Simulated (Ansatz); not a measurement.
`OC1=CCO1`. Total charge 0; spin multiplicity 1. The structure was optimised at the PBE0-D4/def2-TZVP level. It is one conformer, not always the lowest.

```xyz
9

O     1.518    1.020    0.980
C     0.533    0.357    0.398
C    -0.525   -0.383    0.740
C    -0.768   -0.510   -0.737
O     0.430    0.323   -0.963
H     2.065    1.417    0.293
H    -0.992   -0.729    1.642
H    -0.619   -1.489   -1.196
H    -1.642   -0.006   -1.156
```

**Question.** What is the dipole moment at B3LYP/def2-TZVPP? (Estimate.)

**Answer.** The calculation gave: 0.62 D, with components (-0.03, 0.00, -0.62) D in this frame, pointing from negative to positive charge.

**Question.** And with PBE, r2SCAN, ωB97M-V? (Estimate.)

**Answer.** Ansatz gave: PBE 0.68 D, r2SCAN 0.67 D, ωB97M-V 0.61 D.

**Question.** Give the Mulliken charges with B3LYP, ωB97M-V, r2SCAN in def2-TZVPP. (Estimate.)

**Answer.** Ansatz gave: 
| atom | B3LYP | ωB97M-V | r2SCAN |
| --- | --- | --- | --- |
| O1 | -0.28 | -0.27 | -0.30 |
| C2 | 0.36 | 0.37 | 0.41 |
| C3 | -0.35 | -0.34 | -0.39 |
| C4 | 0.07 | 0.02 | 0.19 |
| O5 | -0.34 | -0.33 | -0.35 |
| H6 | 0.21 | 0.20 | 0.22 |
| H7 | 0.13 | 0.12 | 0.11 |
| H8 | 0.10 | 0.11 | 0.06 |
| H9 | 0.10 | 0.11 | 0.06 |

B3LYP here is the variant with VWN-RPA as its local correlation; programs differ in this.
